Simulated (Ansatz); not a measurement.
```yaml
crystal:
  periodic: [false, false, false]
  atoms:
    - {symbol: C, position_ang: [0.604796, -2.176123, 0.105591]}
    - {symbol: N, position_ang: [0.830776, -0.756477, 0.165751]}
    - {symbol: C, position_ang: [-0.115872, 0.160864, -0.093303]}
    - {symbol: C, position_ang: [-0.038467, 1.496218, 0.106169]}
    - {symbol: C, position_ang: [-1.148525, 2.328910, -0.272107]}
    - {symbol: O, position_ang: [-1.209562, 3.533018, -0.147341]}
    - {symbol: H, position_ang: [-0.202339, -2.381690, -0.598589]}
    - {symbol: H, position_ang: [0.327968, -2.600503, 1.077616]}
    - {symbol: H, position_ang: [1.499570, -2.687895, -0.253724]}
    - {symbol: H, position_ang: [1.669479, -0.439887, 0.623421]}
    - {symbol: H, position_ang: [-1.026573, -0.246482, -0.529281]}
    - {symbol: H, position_ang: [0.835764, 1.968060, 0.543293]}
    - {symbol: H, position_ang: [-2.006614, 1.767285, -0.712697]}
basis:
  gaussian: {orbitals: def2-TZVP, nuclear_model: gaussian}
hamiltonian: {xc: {name: revPBE0}}
scf: {lower_state_search: off}
output: {forces: true}
```

```sh
$ ansatz run in.yaml --threads 4 --pin off --events-out ev --progress --plain --max-ram 10444MiB
```

Output, abridged:

```
Functional definition: revPBE0
1334 factors; their error is unknown
mean field evaluation 1: about -7789.0439 eV, gradient 6.5e1 eV
mean field evaluation 2: about -7784.6816 eV, gradient 8.1e1 eV
mean field evaluation 4: about -7797.8835 eV, gradient 4.2e0 eV
mean field evaluation 8: about -7797.9167 eV, gradient 2.5e-1 eV
mean field evaluation 16: about -7797.9174 eV, gradient 5.9e-4 eV
mean field -7797.91740206 eV, -286.5681789075 hartree, gradient 5.6e-6 eV, S^2 0.000000; 0 other end points of the search recorded, 0 dependent functions left out
reference -7797.91744284 eV, -286.5681804059 hartree; 23, 23 occupied and 205, 205 virtual orbitals, 1334 factors
Total energy: -7797.91744284 eV, -286.5681804059 hartree
Atom 0 at     0.604796    -2.176123     0.105591 Å, force    -0.015020    -0.146848    -0.009731 eV/Å
Atom 1 at     0.830776    -0.756477     0.165751 Å, force     0.152024     0.005088     0.030216 eV/Å
Atom 2 at    -0.115872     0.160864    -0.093303 Å, force    -0.114394    -0.026969    -0.047391 eV/Å
Atom 3 at    -0.038467     1.496218     0.106169 Å, force     0.100635     0.069061     0.051688 eV/Å
Atom 4 at    -1.148525     2.328910    -0.272107 Å, force    -0.098921    -0.071401    -0.051323 eV/Å
Atom 5 at    -1.209562     3.533018    -0.147341 Å, force    -0.027173     0.225756     0.016308 eV/Å
Atom 6 at    -0.202339    -2.381690    -0.598589 Å, force    -0.007351    -0.017446    -0.007401 eV/Å
Atom 7 at     0.327968    -2.600503     1.077616 Å, force    -0.005238    -0.017999     0.021927 eV/Å
Atom 8 at     1.499570    -2.687895    -0.253724 Å, force     0.020117    -0.016311    -0.004479 eV/Å
Atom 9 at     1.669479    -0.439887     0.623421 Å, force     0.001641    -0.007999     0.002348 eV/Å
Atom 10 at    -1.026573    -0.246482    -0.529281 Å, force     0.002078    -0.003131     0.000486 eV/Å
Atom 11 at     0.835764     1.968060     0.543293 Å, force     0.011552     0.005409     0.006091 eV/Å
Atom 12 at    -2.006614     1.767285    -0.712697 Å, force    -0.019949     0.002789    -0.008738 eV/Å
Dipole moment:     0.478152    -1.340750     0.090509 e Å
Checks for a lower state left out: stability, starts, cluster_reference, orbital_swaps, neighbouring_geometries, increment
```

Hardware: 4 threads of an Arm Neoverse V1 on a shared host. Wall time 3.1 s, peak host memory 0.56 GiB.
